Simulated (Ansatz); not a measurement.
[H···H···NH], triplet along the distance H1-H2

Starting geometry:

```xyz
4

H    -2.0834    0.0594    0.0000
H    -1.3384    0.0594    0.0000
N     0.2116    0.0594    0.0000
H     0.4807   -0.9448    0.0000
```

From there H2 is moved from one fragment to the other while all else, the fragments' distance too, stays fixed, so the hump isn't the reaction's barrier; atoms are numbered as listed. Energies are in kJ/mol, counted from the starting geometry at the same level. Kohn–Sham curves are unrestricted where that lies lower.

Basis cc-pVTZ; Ansatz 0.2.0. Correlated methods freeze the noble-gas cores. Prefix R: restricted or restricted open-shell reference; prefix U: unrestricted.

Full CI isn't at hand for all of this; UCCSDT(Q) serves as the reference, and is uncertain by about the last step of the cluster series.

```json
{"distance H1-H2 (Å)": "0.745", "B2PLYP": "0.0"}
{"distance H1-H2 (Å)": "0.818", "B2PLYP": "6.6"}
{"distance H1-H2 (Å)": "0.964", "B2PLYP": "28.5"}
{"distance H1-H2 (Å)": "1.109", "B2PLYP": "28.3"}
{"distance H1-H2 (Å)": "1.255", "B2PLYP": "18.8"}
```

Problem. Estimate the UCCSDT(Q) curve in cc-pVTZ from this one, knowing how B2PLYP errs.

Solution. The computed UCCSDT(Q) values, in kJ/mol from the starting point, and the error of B2PLYP against them:
```json
{"distance H1-H2 (Å)": "0.745", "UCCSDT(Q)": "0.0", "B2PLYP less UCCSDT(Q)": "0.0"}
{"distance H1-H2 (Å)": "0.818", "UCCSDT(Q)": "8.5", "B2PLYP less UCCSDT(Q)": "-2.0"}
{"distance H1-H2 (Å)": "0.964", "UCCSDT(Q)": "35.0", "B2PLYP less UCCSDT(Q)": "-6.5"}
{"distance H1-H2 (Å)": "1.109", "UCCSDT(Q)": "37.0", "B2PLYP less UCCSDT(Q)": "-8.7"}
{"distance H1-H2 (Å)": "1.255", "UCCSDT(Q)": "25.7", "B2PLYP less UCCSDT(Q)": "-7.0"}
```

The error spans 8.7 kJ/mol and is largest, -8.7 kJ/mol, at 1.109 Å.
